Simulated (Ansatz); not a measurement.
## How methods differ on BH3F− (SMILES [H][B-]([H])([H])F)

BH3F−: 5 atoms, total charge -1, spin state singlet. As SMILES, `[H][B-]([H])([H])F`. The coordinates come from a GFN2-xTB relaxation.

```tsv
atom	x (Å)	y (Å)	z (Å)
B	-0.0003	0.0004	-0.0571
F	0.0125	-0.0209	1.3892
H	1.1601	0.0117	-0.4543
H	-0.5906	1.0127	-0.4241
H	-0.5817	-1.0038	-0.4537
```

Quantity: the energy change with the B1–H5 bond stretched from 1.226 to 3.065 Å, in eV. The values are calculated.

```csv
level,kind,program,value (eV),less FCI/STO-3G,CPU time (all runs)
HF/STO-3G (restricted),Hartree–Fock,Ansatz,7.76,+2.03,0.12 s
PBE/STO-3G (restricted),GGA,Ansatz,5.10,-0.63,1.5 s
revPBE/STO-3G (restricted),GGA,Ansatz,4.96,-0.77,1.5 s
CAM-B3LYP/STO-3G (restricted),range-separated hybrid,Ansatz,6.27,+0.54,1.6 s
HSE06/STO-3G (restricted),range-separated hybrid,Ansatz,5.99,+0.26,1.9 s
wB97M-V/STO-3G (restricted),range-separated hybrid,Ansatz,6.33,+0.60,21 s
CCSD/STO-3G (restricted),coupled cluster or CI,Ansatz,5.88,+0.15,0.19 s
CCSDTQ/STO-3G (restricted),coupled cluster or CI,Ansatz,5.73,0.00,5.6 s
FCI/STO-3G,exact in the basis,Ansatz,5.73,0.00,0.98 s
```

FCI/STO-3G is exact within its basis and frozen core, so for wave-function methods in that basis the difference is their error; functionals converge differently with the basis, so for them it is only a difference. A spin-restricted reference rises too steeply as a bond breaks; here HF/STO-3G, CAM-B3LYP/STO-3G, wB97M-V/STO-3G lie well above the multireference or unrestricted value. Sets without diffuse functions describe the anion poorly. The first shape isn't each level's own minimum. The values span 4.96 to 7.76 eV. All rows use very small basis sets, so none should be taken for the real molecule's value. In so small a basis fixed costs decide the times, and correlated methods can beat functionals. CPU times are rough (shared hosts, several kinds of processor and program).
